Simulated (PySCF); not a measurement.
Species: C3H7N.
SMILES: `C/C=N\C`

The calculation used PySCF 2.14.0, density-fitted response routines, TDDFT CAM-B3LYP/def2-SVPD, vertical, gas phase, core orbitals frozen in the response. Geometry: PBE0-D3(BJ)/def2-SVP; no solvent, vibrations or thermal averaging.

Broadening: Gaussians 0.4 eV wide at half height, area fixed by f = 4.319×10⁻⁹ ∫ε dν̃. The width is an assumption, not a result. The curve ends short of the highest state used, and states not computed would add to its high-energy end.

(E (eV), ε (L mol⁻¹ cm⁻¹)): (4.31, 0), (4.38, 0), (4.45, 1), (4.52, 2), (4.60, 5), (4.67, 10), (4.74, 17), (4.82, 24), (4.89, 27), (4.96, 26), (5.03, 21), (5.11, 13), (5.18, 7), (5.25, 3), (5.33, 1), (5.40, 0), (5.47, 0), (5.54, 0), (5.62, 0), (5.69, 0), (5.76, 0), (5.84, 0), (5.91, 0), (5.98, 0), (6.05, 0), (6.13, 1), (6.20, 5), (6.27, 19), (6.35, 68), (6.42, 173), (6.49, 375), (6.56, 685), (6.64, 1107), (6.71, 1405), (6.78, 1505), (6.86, 1322), (6.93, 986), (7.00, 632), (7.07, 387), (7.15, 385), (7.22, 811), (7.29, 1945), (7.37, 4545), (7.44, 8037), (7.51, 12056), (7.58, 15363), (7.66, 16705), (7.73, 15378), (7.80, 12573), (7.88, 9188), (7.95, 6947), (8.02, 5386), (8.09, 4139), (8.17, 2813), (8.24, 1808), (8.31, 1144)

Question: Locate the maxima and give the states behind the curve.

Answer: 253 nm (4.90 eV), ε about 27, made up of S1 (100%); 183 nm (6.77 eV), ε about 1500, made up of S2 (100%); 162 nm (7.65 eV), ε about 17000, made up of S3 (32%) and S4 (66%) (ε in L mol⁻¹ cm⁻¹; maxima over ε = 5, shares over 10%). The states used: S1 4.91 eV (f 0.0004); S2 6.77 eV (f 0.022); S3 7.61 eV (f 0.080); S4 7.66 eV (f 0.163); S5 7.90 eV (f 0.0070); S6 8.03 eV (f 0.053); S7 8.70 eV (f 0.0086); S8 8.75 eV (f 0.055); S9 8.79 eV (f 0.023); S10 8.91 eV (f 0.017).

Question: What would ε be at 7.65 eV, the highest of these maxima, with half the width (0.2 eV)?

Answer: About 31700 L mol⁻¹ cm⁻¹ against 16700, a factor of about 1.9; a lone state at its own centre would give exactly 2.

Question: On this curve, what absorbance would a 10⁻⁵ mol/L sample give at 248 nm over a 1 cm path?

Answer: 248 nm is 4.999 eV, where ε is about 23 L mol⁻¹ cm⁻¹, so A = ε c l ≈ 0.00023 (Beer–Lambert, with the gas-phase spectrum and the assumed width).

Question: Coming from long wavelengths, where does ε first pass 100 L mol⁻¹ cm⁻¹?

Answer: At about 194 nm (6.38 eV), 1.47 eV above S1.

All these states lie below the vertical ionisation energy of 9.23 eV (ΔSCF).

Hardware: one thread, Arm Neoverse V1 (aarch64), shared host with 32 logical CPUs at a one-minute load of 23. Cost: 20 s of wall time, 0.58 GiB resident at most.
